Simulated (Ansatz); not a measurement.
Calcium, fcc: convergence with Gaussian smearing

Computed with Ansatz, LDA, scalar-relativistic PAW, on the relaxed cell (a = 5.343 Å; spin not included). Errors count from a run at 420 eV on a Γ-centred 17×17×17 mesh with Fermi-Dirac smearing of 0.1 eV, extrapolated to zero width. Fixed here: cutoff 420 eV, mesh 10×10×10. The SCF starts from atomic densities corrected by a trained network.

```
width (eV)  E(σ→0) error (meV/atom)  F error (meV/atom)  P (GPa)  SCF iterations
      0.01                      1.8                 1.7    -0.08               6
      0.03                      1.8                 1.5    -0.07               6
       0.1                      1.6                -2.6    -0.05               6
       0.2                     -0.6               -13.0    -0.03               6
       0.3                     -1.6               -27.9     0.01               6
       0.6                      0.7              -108.5     0.11               6
       1.0                     -3.1              -302.1     0.29               6
```
